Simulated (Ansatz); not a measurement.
The pair A = HF (SMILES F) (first 2 atoms), B = HF (SMILES F); geometry from A24 set.
(charge 0, multiplicity 1):
```xyz
4

H      0.00000     0.80268     1.69529
F      0.00000    -0.04597     1.34035
H      0.00000    -0.12041    -0.49083
F      0.00000     0.00977    -1.40425
```

Frozen-core correlation.

Programs: Ansatz (a program for electronic structure). Each number belongs to the level named beside it.

The counterpoise-corrected interaction energy is E(AB) − E(A in the pair's basis) − E(B in the pair's basis). Total energies (hartree):

| level | AB | A in the pair's basis | B in the pair's basis |
|---|---|---|---|
| HF/aug-cc-pVTZ | -200.1278747 | -100.0610748 | -100.0608362 |
| CCSD(T)/aug-cc-pVTZ | -200.7068140 | -100.3500876 | -100.3498734 |
| HF/aug-cc-pVQZ | -200.1428351 | -100.0684733 | -100.0682806 |
| CCSD(T)/aug-cc-pVQZ | -200.7622918 | -100.3776101 | -100.3774968 |

Work out the counterpoise-corrected interaction energy at the basis-set limit: extrapolate the CCSD(T) correlation part as X⁻³, take Hartree–Fock from the larger set.


1. Differences (1 hartree = 627.509 kcal/mol): HF/aug-cc-pVTZ -3.742; CCSD(T)/aug-cc-pVTZ -4.300; HF/aug-cc-pVQZ -3.816; CCSD(T)/aug-cc-pVQZ -4.509.
2. Correlation parts, CCSD(T) less HF: -0.558 in aug-cc-pVTZ (X = 3), -0.693 in aug-cc-pVQZ (X = 4).
3. Limit (4³·(-0.693) − 3³·(-0.558))/(4³ − 3³) = -0.791; with HF/aug-cc-pVQZ it gives -4.607.
Result: -4.61 kcal/mol, against -4.30 at CCSD(T)/aug-cc-pVTZ. It is an estimate of this method's limit, not of the exact value.
